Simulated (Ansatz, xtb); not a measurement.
# Two isomers of C5H10O

We compare a, `CC(=O)C(C)C`, a singlet, with b, `CCCCC=O`, a singlet. Both are isolated molecules in the gas phase, relaxed with r2SCAN-D4/def2-SVP, each in the lowest conformer that the search found.

Estimate E(b) − E(a) at the level CCSD(T)/def2-SVP + ΔMP2/def2-TZVPP.

Calculated at CCSD(T)/def2-SVP + ΔMP2/def2-TZVPP: E(b) − E(a) = +31.4 kJ/mol, so structure a lies lower.

The same difference at several levels:

```json
{"level": "GFN2-xTB", "geometry": "GFN2-xTB", "E(b) − E(a) (kJ/mol)": "+35.2", "departure from the last row (kJ/mol)": "+3.9", "job, with rough time for the two": "optimisation, 0.12 s"}
{"level": "HF/STO-3G", "geometry": "GFN2-xTB", "E(b) − E(a) (kJ/mol)": "+20.8", "departure from the last row (kJ/mol)": "−10.6", "job, with rough time for the two": "single point, 0.24 s"}
{"level": "r2SCAN-D4/def2-SVP//GFN2-xTB", "geometry": "GFN2-xTB", "E(b) − E(a) (kJ/mol)": "+32.5", "departure from the last row (kJ/mol)": "+1.1", "job, with rough time for the two": "single point, 2.3 s"}
{"level": "r2SCAN-D4/def2-SVP", "geometry": "r2SCAN-D4/def2-SVP", "E(b) − E(a) (kJ/mol)": "+31.9", "departure from the last row (kJ/mol)": "+0.5", "job, with rough time for the two": "optimisation, 30 s"}
{"level": "HF/def2-SVP", "geometry": "r2SCAN-D4/def2-SVP", "E(b) − E(a) (kJ/mol)": "+23.7", "departure from the last row (kJ/mol)": "−7.6", "job, with rough time for the two": "part of the CCSD(T) run"}
{"level": "MP2/def2-SVP", "geometry": "r2SCAN-D4/def2-SVP", "E(b) − E(a) (kJ/mol)": "+30.2", "departure from the last row (kJ/mol)": "−1.1", "job, with rough time for the two": "part of the CCSD(T) run"}
{"level": "CCSD(T)/def2-SVP", "geometry": "r2SCAN-D4/def2-SVP", "E(b) − E(a) (kJ/mol)": "+28.2", "departure from the last row (kJ/mol)": "−3.2", "job, with rough time for the two": "single point"}
{"level": "CCSD(T)/def2-SVP + ΔMP2/def2-TZVPP", "geometry": "r2SCAN-D4/def2-SVP", "E(b) − E(a) (kJ/mol)": "+31.4", "departure from the last row (kJ/mol)": "", "job, with rough time for the two": "single point, 38 s"}
```

As drawn, both hold the same kinds of bond in the same numbers. Structure a has 3 methyl groups, b 1.

None of the levels shown reverses the order. The largest departure from CCSD(T)/def2-SVP + ΔMP2/def2-TZVPP is that of HF/STO-3G, 10.6 kJ/mol. The last row adds to CCSD(T) the change of the MP2 difference between the two basis sets, here +3.2 kJ/mol.

With thermal terms from frequencies at re-optimised GFN2-xTB minima (ideal gas, soft modes damped towards free rotors, one conformer each, 298.15 K, 1 atm): the zero-point term adds +0.8 kJ/mol; ΔH is +31.5 and ΔG +31.2 kJ/mol.

Tabulated enthalpies of formation at 298 K are −262.6 kJ/mol for a (CRC Handbook of Chemistry and Physics) and −228.4 kJ/mol for b (CRC Handbook of Chemistry and Physics), a difference of +34.2 kJ/mol. Calculated less tabulated ΔH, with the same thermal term: GFN2-xTB +1.1, HF/STO-3G −13.3, r2SCAN-D4/def2-SVP//GFN2-xTB −1.7, r2SCAN-D4/def2-SVP −2.2, HF/def2-SVP −10.4, MP2/def2-SVP −3.9, CCSD(T)/def2-SVP −5.9, CCSD(T)/def2-SVP + ΔMP2/def2-TZVPP −2.7 kJ/mol. Handbook values carry no stated uncertainty.

The correlated steps freeze 6 core orbitals. Run with Ansatz 0.2.0, xtb 6.7.1; the last row on 4 threads of Arm Neoverse V2 on a shared host.
